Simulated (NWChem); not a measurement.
The numbers come from NWChem runs, not from measurements. System: butadiene (C$_{4}$H$_{6}$), charge 0, spin multiplicity 1, at a geometry optimised with PBE0/def2-SVP. Level: RHF/cc-pVDZ.

Job file:

```
start mol
memory heap 200 mb stack 900 mb global 1100 mb
geometry units angstroms nocenter noautoz
  C     -1.727995    -0.662814     0.000000
  C     -0.700062     0.197314     0.000000
  C      0.700062    -0.197314     0.000000
  C      1.727995     0.662814     0.000000
  H     -1.563242    -1.745056     0.000000
  H     -2.764317    -0.316901     0.000000
  H     -0.902269     1.275467     0.000000
  H      0.902269    -1.275467     0.000000
  H      2.764317     0.316901     0.000000
  H      1.563242     1.745056     0.000000
  symmetry group C2h
end
basis spherical
  * library cc-pvdz
end
scf
  rhf
  nopen 0
  maxiter 100
  thresh 1e-7
  semidirect memsize 60000000 filesize 0
end
task scf energy
```

Output (cleaned and shortened):

```
             Northwest Computational Chemistry Package (NWChem) 7.3.0
             --------------------------------------------------------

                                NWChem Input Module
                                -------------------

 Scaling coordinates for geometry "geometry" by  1.889725989
 (inverse scale =  0.529177249)

 Turning off AUTOSYM since
 SYMMETRY directive was detected!

                             Geometry "geometry" -> ""
                             -------------------------

 Output coordinates in angstroms (scale by  1.889725989 to convert to a.u.)

  No.       Tag          Charge          X              Y              Z
 ---- ---------------- ---------- -------------- -------------- --------------
    1 C                    6.0000    -1.72799500    -0.66281400     0.00000000
    2 C                    6.0000    -0.70006200     0.19731400     0.00000000
    3 C                    6.0000     0.70006200    -0.19731400     0.00000000
    4 C                    6.0000     1.72799500     0.66281400     0.00000000
    5 H                    1.0000    -1.56324200    -1.74505600     0.00000000
    6 H                    1.0000    -2.76431700    -0.31690100     0.00000000
    7 H                    1.0000    -0.90226900     1.27546700     0.00000000
    8 H                    1.0000     0.90226900    -1.27546700     0.00000000
    9 H                    1.0000     2.76431700     0.31690100     0.00000000
   10 H                    1.0000     1.56324200     1.74505600     0.00000000

 Effective nuclear repulsion energy (a.u.)     103.4646516301

            Nuclear Dipole moment (a.u.)
            ----------------------------
        X                 Y               Z
 ---------------- ---------------- ----------------
     0.0000000000    -0.0000000000     0.0000000000

      Symmetry information
      --------------------

 Group name             C2h
 Group number             21
 Group order               4
 No. of unique centers     5

      Symmetry unique atoms

     1    2    5    6    7


 Summary of "ao basis" -> "" (spherical)
 ------------------------------------------------------------------------------
       Tag                 Description            Shells   Functions and Types
 ---------------- ------------------------------  ------  ---------------------
 *                          cc-pvdz                   on all atoms

 Summary of "ao basis" -> "ao basis" (spherical)
 ------------------------------------------------------------------------------
       Tag                 Description            Shells   Functions and Types
 ---------------- ------------------------------  ------  ---------------------
 C                          cc-pvdz                  6       14   3s2p1d
 H                          cc-pvdz                  3        5   2s1p

                                 NWChem SCF Module
                                 -----------------

  ao basis        = "ao basis"
  functions       =    86
  atoms           =    10
  closed shells   =    15
  open shells     =     0
  charge          =   0.00
  wavefunction    = RHF
  use symmetry    = T
  symmetry adapt  = T

 Summary of "ao basis" -> "ao basis" (spherical)
 ------------------------------------------------------------------------------
       Tag                 Description            Shells   Functions and Types
 ---------------- ------------------------------  ------  ---------------------
 C                          cc-pvdz                  6       14   3s2p1d
 H                          cc-pvdz                  3        5   2s1p

      Symmetry analysis of basis
      --------------------------

        ag         32
        au         11
        bg         11
        bu         32

 Forming initial guess at       0.1s

      Superposition of Atomic Density Guess
      -------------------------------------

 Sum of atomic energies:        -153.66025844

      Non-variational initial energy
      ------------------------------

 Total energy =    -156.148275
 1-e energy   =    -408.938985
 2-e energy   =     149.326058
 HOMO         =      -0.276804
 LUMO         =      -0.042236

      Symmetry analysis of molecular orbitals - initial
      -------------------------------------------------

  Numbering of irreducible representations:

     1 ag          2 au          3 bg          4 bu

  Orbital symmetries:

     1 ag          2 bu          3 ag          4 bu          5 ag
     6 bu          7 ag          8 bu          9 bu         10 ag
    11 ag         12 bu         13 au         14 ag         15 bg
    16 au         17 bg         18 bu         19 bu         20 ag
    21 ag         22 bu         23 ag         24 bu         25 ag

 Starting SCF solution at       0.8s

 ----------------------------------------------
         Quadratically convergent ROHF

 Convergence threshold     :          1.000E-07
 Maximum no. of iterations :          100
 Final Fock-matrix accuracy:          1.000E-09
 ----------------------------------------------

              iter       energy          gnorm     gmax       time
             ----- ------------------- --------- --------- --------
                 1     -154.8863233825  6.84D-01  2.46D-01      0.8
                 2     -154.9322801907  1.43D-01  3.49D-02      0.9
                 3     -154.9338859898  6.86D-03  2.72D-03      1.0
                 4     -154.9338916211  2.99D-05  1.06D-05      1.1
                 5     -154.9338916212  9.94D-09  3.68D-09      1.3

       Final RHF  results
       ------------------

         Total SCF energy =   -154.933891621195
      One-electron energy =   -412.322573239882
      Two-electron energy =    153.924029988539
 Nuclear repulsion energy =    103.464651630148

        Time for solution =      0.5s

       Symmetry analysis of molecular orbitals - final
       -----------------------------------------------

  Numbering of irreducible representations:

     1 ag          2 au          3 bg          4 bu

  Orbital symmetries:

     1 ag          2 bu          3 ag          4 bu          5 ag
     6 bu          7 ag          8 bu          9 bu         10 ag
    11 ag         12 bu         13 ag         14 au         15 bg
    16 au         17 bu         18 ag         19 bu         20 bg
    21 ag         22 ag         23 bu         24 bu         25 ag

             Final eigenvalues
             -----------------

              1
    1  -11.2446
    2  -11.2438
    3  -11.2378
    4  -11.2378
    5   -1.0900
    6   -0.9976
    7   -0.8235
    8   -0.7484
    9   -0.6395
   10   -0.6298
   11   -0.5536
   12   -0.5385
   13   -0.4891
   14   -0.4422
   15   -0.3208
   16    0.1184
   17    0.2015
   18    0.2061
   19    0.2140
   20    0.2423
   21    0.2680
   22    0.2763
   23    0.2928
   24    0.4299
   25    0.4410

                       ROHF Final Molecular Orbital Analysis
                       -------------------------------------

 Vector   13  Occ=2.000000D+00  E=-4.891040D-01  Symmetry=ag
              MO Center= -7.2D-15, -5.1D-16,  8.3D-17, r^2= 3.7D+00
   Bfn.  Coefficient  Atom+Function         Bfn.  Coefficient  Atom+Function
  ----- ------------  ---------------      ----- ------------  ---------------
    67      0.225763   7 H  s                72      0.225763   8 H  s
    18     -0.203676   2 C  px               19      0.203930   2 C  py
    32      0.203676   3 C  px               33     -0.203930   3 C  py
    62     -0.162185   6 H  s                77     -0.162185   9 H  s
    57      0.158833   5 H  s                82      0.158833  10 H  s

 Vector   14  Occ=2.000000D+00  E=-4.422077D-01  Symmetry=au
              MO Center=  1.5D-15,  4.4D-18,  1.4D-16, r^2= 2.5D+00
   Bfn.  Coefficient  Atom+Function         Bfn.  Coefficient  Atom+Function
  ----- ------------  ---------------      ----- ------------  ---------------
    20      0.302783   2 C  pz               34      0.302783   3 C  pz
     6      0.226944   1 C  pz               48      0.226944   4 C  pz
    23      0.196658   2 C  pz               37      0.196658   3 C  pz
     9      0.157599   1 C  pz               51      0.157599   4 C  pz

 Vector   15  Occ=2.000000D+00  E=-3.208341D-01  Symmetry=bg
              MO Center= -1.7D-15, -1.9D-15,  2.4D-16, r^2= 3.6D+00
   Bfn.  Coefficient  Atom+Function         Bfn.  Coefficient  Atom+Function
  ----- ------------  ---------------      ----- ------------  ---------------
     6      0.312181   1 C  pz               48     -0.312181   4 C  pz
     9      0.267708   1 C  pz               51     -0.267708   4 C  pz
    20      0.236605   2 C  pz               34     -0.236605   3 C  pz
    23      0.198593   2 C  pz               37     -0.198593   3 C  pz

 Vector   16  Occ=0.000000D+00  E= 1.184029D-01  Symmetry=au
              MO Center=  3.0D-15,  8.8D-16,  5.3D-16, r^2= 4.1D+00
   Bfn.  Coefficient  Atom+Function         Bfn.  Coefficient  Atom+Function
  ----- ------------  ---------------      ----- ------------  ---------------
     9      0.514558   1 C  pz               51      0.514558   4 C  pz
    23     -0.363199   2 C  pz               37     -0.363199   3 C  pz
     6      0.295574   1 C  pz               48      0.295574   4 C  pz
    20     -0.226585   2 C  pz               34     -0.226585   3 C  pz

 Vector   17  Occ=0.000000D+00  E= 2.015334D-01  Symmetry=bu
              MO Center= -6.4D-16, -2.1D-15, -3.6D-18, r^2= 7.4D+00
   Bfn.  Coefficient  Atom+Function         Bfn.  Coefficient  Atom+Function
  ----- ------------  ---------------      ----- ------------  ---------------
    68      1.076390   7 H  s                73     -1.076390   8 H  s
    58     -0.971023   5 H  s                83      0.971023  10 H  s
    17     -0.522832   2 C  s                31      0.522832   3 C  s
     8     -0.490074   1 C  py               50     -0.490074   4 C  py
    22     -0.438755   2 C  py               36     -0.438755   3 C  py

 Vector   18  Occ=0.000000D+00  E= 2.060644D-01  Symmetry=ag
              MO Center=  4.8D-16,  1.9D-17,  3.6D-17, r^2= 9.0D+00
   Bfn.  Coefficient  Atom+Function         Bfn.  Coefficient  Atom+Function
  ----- ------------  ---------------      ----- ------------  ---------------
     3      1.309883   1 C  s                45      1.309883   4 C  s
    68     -0.997318   7 H  s                73     -0.997318   8 H  s
    22      0.818392   2 C  py               36     -0.818392   3 C  py
    63     -0.789310   6 H  s                78     -0.789310   9 H  s
    58     -0.602864   5 H  s                83     -0.602864  10 H  s

 center of mass
 --------------
 x =  -0.00000000 y =  -0.00000000 z =   0.00000000

 moments of inertia (a.u.)
 ------------------
          75.341385193233        -103.981023003893           0.000000000000
        -103.981023003893         376.370126219444           0.000000000000
           0.000000000000           0.000000000000         451.711511412677

  Mulliken analysis of the total density
  --------------------------------------

    Atom       Charge   Shell Charges
 -----------   ------   -------------------------------------------------------
    1 C    6     6.03   2.00  0.66  0.40  1.96  0.95  0.06
    2 C    6     6.09   2.00  0.67  0.50  1.99  0.85  0.08
    3 C    6     6.09   2.00  0.67  0.50  1.99  0.85  0.08
    4 C    6     6.03   2.00  0.66  0.40  1.96  0.95  0.06
    5 H    1     0.96   0.75  0.18  0.03
    6 H    1     0.95   0.75  0.17  0.03
    7 H    1     0.97   0.75  0.19  0.03
    8 H    1     0.97   0.75  0.19  0.03
    9 H    1     0.95   0.75  0.17  0.03
   10 H    1     0.96   0.75  0.18  0.03

       Multipole analysis of the density wrt the origin
       ------------------------------------------------

     L   x y z        total         open         nuclear
     -   - - -        -----         ----         -------
     0   0 0 0     -0.000000      0.000000     30.000000

     1   1 0 0     -0.000000      0.000000      0.000000
     1   0 1 0     -0.000000      0.000000     -0.000000
     1   0 0 1     -0.000000      0.000000      0.000000

     2   2 0 0    -17.256370      0.000000    226.802469
     2   1 1 0      0.056879      0.000000     60.682302
     2   1 0 1     -0.000000      0.000000      0.000000
     2   0 2 0    -17.023708      0.000000     54.580104
     2   0 1 1     -0.000000      0.000000      0.000000
     2   0 0 2    -21.667233      0.000000      0.000000

 Task  times  cpu:        1.3s     wall:        1.3s

 Total times  cpu:        1.3s     wall:        1.3s
```
